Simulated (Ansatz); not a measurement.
The input, for Ansatz 0.2.0:

```yaml
crystal:
  periodic: [false, false, false]
  atoms:
    - {symbol: Ga, position_ang: [0.000000, 0.015492, 0.000000]}
    - {symbol: H, position_ang: [0.000000, -2.057099, 0.000000]}
    - {symbol: H, position_ang: [0.000000, 0.492732, -1.455816]}
    - {symbol: H, position_ang: [0.000000, 0.492732, 1.455816]}
basis:
  gaussian: {orbitals: STO-3G}
total_charge: 1
magnetization: {spin_polarized: false, initial_magnetization: 1}
correlation: {method: mp2, electrons: outside_noble_gas}
accuracy: high
output: {forces: true}
```

```sh
$ ansatz run in.yaml --threads 1 --pin off --events-out ev --progress --plain --max-ram 2393MiB
```

(1) Roughly how long does this take on 1 thread of Intel Xeon, shared host, and how much host memory?

```
260 factors; integrals over basis functions are off by at most 3.1e-9 eV
mean field evaluation 1: about -51763.1500 eV, gradient 1.6e1 eV
mean field evaluation 2: about -51763.1545 eV, gradient 1.6e1 eV
mean field evaluation 4: about -51766.0145 eV, gradient 7.9e0 eV
mean field evaluation 8: about -51759.7727 eV, gradient 1.8e1 eV
mean field evaluation 16: about -51766.7043 eV, gradient 4.0e-5 eV
mean field evaluation 32: about -51766.4568 eV, gradient 2.1e-8 eV
mean field evaluation 64: about -51766.4787 eV, gradient 2.0e-1 eV
mean field evaluation 96: about -51766.4998 eV, gradient 1.9e-5 eV
mean field evaluation 128: about -51766.4998 eV, gradient 8.5e-6 eV
mean field evaluation 160: about -51766.0206 eV, gradient 7.8e0 eV
mean field -51766.70432595 eV, -1902.3912952463 hartree, gradient 4.6e-8 eV, S^2 0.750000; 20 other end points of the search recorded, 0 dependent functions left out
mean field evaluation 192: about -51766.7064 eV, gradient 3.3e-1 eV
mean field evaluation 224: about -51763.1780 eV, gradient 9.4e0 eV
mean field evaluation 256: about -51766.7094 eV, gradient 4.7e-2 eV
14 core orbitals not correlated, not the lowest: weight in the atoms' cores, before any rotation towards them, 0.011 or more for the frozen orbitals, at most 0.005 for the correlated occupied ones
reference -51766.70432595 eV, -1902.3912952463 hartree; 3, 2 occupied and 4, 5 virtual orbitals, 260 factors
second order -0.63430863 eV of doubles, -0.00069323 eV of singles
the calculation of the forces begins
Total energy: -51767.33932781 eV, -1902.4146311343 hartree
Atom 0 at     0.000000     0.015492     0.000000 Å, force    -0.000000    -6.584895     0.000000 eV/Å
Atom 1 at     0.000000    -2.057099     0.000000 Å, force    -0.000000     4.685413     0.000000 eV/Å
Atom 2 at     0.000000     0.492732    -1.455816 Å, force     0.000000     0.949741    -0.191572 eV/Å
Atom 3 at     0.000000     0.492732     1.455816 Å, force     0.000000     0.949741     0.191572 eV/Å
Dipole moment:    -0.000000    -0.076114    -0.000000 e Å
```

Forces (eV/Å):
```
Ga   0.000 -6.585  0.000
H    0.000  4.685  0.000
H    0.000  0.950 -0.192
H    0.000  0.950  0.192
```

Results:

(1) 7.5 s wall and 0.08 GiB.
